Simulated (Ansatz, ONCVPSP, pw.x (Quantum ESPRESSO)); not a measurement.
tungsten (W): one change to the ONCV potential, in the atom and in the bcc crystal

ONCVPSP 4.0.1.1 (patched build) input, shortened (lines: element, Z, core and valence counts, functional; n l f; lmax; l rc ep ncon nbas qcut; lloc lpopt rc5 dvloc0; l nproj debl; icmod fcfact rcfact), PBE, scalar-relativistic:

```
  W 74.00   10    4        4      upf
    1    0    2.00
    2    0    2.00
    2    1    6.00
    3    0    2.00
    3    1    6.00
    3    2   10.00
    4    0    2.00
    4    1    6.00
    4    2   10.00
    4    3   14.00
    5    0    2.00
    5    1    6.00
    5    2    4.00
    6    0    2.00
    2
    0    1.95    0.00    3    6    7.00
    1    1.90    0.00    4    7    8.40
    2    2.35    0.00    5   10    6.60
    4    5    1.40    1.00
    0    2    2.00
    1    1    3.00
    2    2    1.60
    0    0.00    0.00
```

Change: local potential polynomial inside 1.10 bohr (lpopt 5, dvloc0 1 Ha).

Cutoffs, loose and tight: the cutoffs (Ha) at which the residual kinetic energy of the hardest occupied pseudo-wave falls to 1 and 0.1 mHa per electron. They do not see the model core or the augmentation charge, which bear on the density cutoff. Test errors are all-electron minus pseudo excitation energies from the reference, over the configurations 5s2 5p6 5d4 6s1; 5s2 5p6 5d4 6s0; 5s2 5p6 5d3 6s0; 5s2 5p6 5d3 6s2 6p1; variants that change the core or the reference have their own tests.

Crystal test: bcc W in pw.x 7.5, no spin, 14³ k-points, Fermi–Dirac smearing 0.01 Ry, cutoffs set for each file from its atomic test. The reference is all-electron LAPW (Ansatz 0.2.0) with the same functional, mesh and smearing; V0 and B0 come from Birch–Murnaghan fits to the pressures at five volumes. Errors are pseudo minus all-electron; Δ is the rms difference of the E(V) curves that follow from these fits, minima aligned, over ±6 % about the mean V0. Mesh and smearing are coarse, so the numbers serve the comparison and aren't converged zero-temperature values; the lattice is a test structure that the element need not adopt.

All-electron: a0 = 3.184 Å (V0 = 16.15 Å³/atom), B0 = 300.6 GPa.

Problem. Does the change bring the crystal closer to the all-electron result?

Solution. The mean pressure error goes from -5.17 to -7.88 GPa, so the change moves the solid further from the all-electron pressures.

```tsv
quantity	base	changed
outcome (atom)	generated	generated
cutoff, loose (atom)	16 Ha	16 Ha
cutoff, tight (atom)	22 Ha	22 Ha
bound ghosts (atom)	none	none
largest test error (meV) (atom)	+74	+145
cutoffs in pw.x (Ry)	55/220	55/220
a0 (Å)	3.166	3.157
a0 error (%)	-0.57	-0.87
B0 error (%)	+2.5	+4.6
Δ (meV/atom)	18.3	28.1
mean pressure error (GPa)	-5.17	-7.88
```

Base: This is a poor potential for the solid. Changed file: This is a poor potential for the solid.
